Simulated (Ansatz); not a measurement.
## NH₄⁺, singlet: the ladder up to RCCSDT(Q)

Geometry: a PBE0/def2-TZVP stationary point for this spin, not checked as a minimum.

| atom | x (Å) | y (Å) | z (Å) |
| --- | --- | --- | --- |
| N | 0.0000 | 0.0000 | 0.0000 |
| H | 0.5903 | 0.5923 | 0.5902 |
| H | -0.5929 | -0.5882 | 0.5917 |
| H | -0.5890 | 0.5896 | -0.5943 |
| H | 0.5916 | -0.5937 | -0.5876 |

Basis cc-pVTZ; Ansatz 0.2.0. Only valence electrons are correlated (noble-gas cores frozen), which leaves 8 electrons in 85 orbitals. Prefix R: restricted or restricted open-shell reference. Active spaces: valence = (8e, 8o) chosen from the atoms' valence shells.

Full CI isn't at hand for all of this; RCCSDT(Q) serves as the reference, and is uncertain by the last step of the cluster series or more.

The UHF ⟨S²⟩ is 0.000. The T1 diagnostic (RCCSD) is 0.0048 and the largest doubles amplitude (RCCSD) is 0.027.

```
   level  E − E(RHF) (eV)
    RMP2          -6.2418
   RCCSD          -6.6557
RCCSD(T)          -6.8363
```

Q: Estimate how far RCCSDT(Q) in cc-pVTZ lies from RCCSD(T). The table doesn't fix it; the size of (T) and the diagnostics are the guide.

A: RCCSDT(Q) in cc-pVTZ lies 12 meV below RCCSD(T), which is 6 % of the (T) step (-181 meV). The diagnostics are small and one determinant leads, so the series closes fast and only a small part of (T) is left.

The other levels:

```json
{"level": "BCCD(T)", "E − E(RCCSDT(Q)) (meV)": "11", "share of correlation (%)": "99.84", "wall time": "1.2 s"}
{"level": "RCCSDT", "E − E(RCCSDT(Q)) (meV)": "6", "share of correlation (%)": "99.92", "wall time": "–"}
{"level": "CASSCF (valence space)", "E − E(RCCSDT(Q)) (meV)": "3986", "share of correlation (%)": "41.79", "wall time": "–"}
{"level": "NEVPT2 (valence space)", "E − E(RCCSDT(Q)) (meV)": "821", "share of correlation (%)": "88.01", "wall time": "2.6 s"}
```

The correlation energy at RCCSDT(Q), counted from RHF, is -6.848 eV. That run took 37 s on 1 thread of AMD EPYC 9B14, shared host.

Times hold each run's SCF and search for its determinant on a shared host, so for small cases they say little of a method's own cost; they ran on 1 thread of AMD EPYC 9B14. Some runs computed forces too.

Natural occupations of CASSCF (valence space) about the gap: 1.986 1.979 1.979 1.979 0.020 0.020 0.020 0.017; effectively unpaired electrons, Σ n²(2−n)², 0.01.
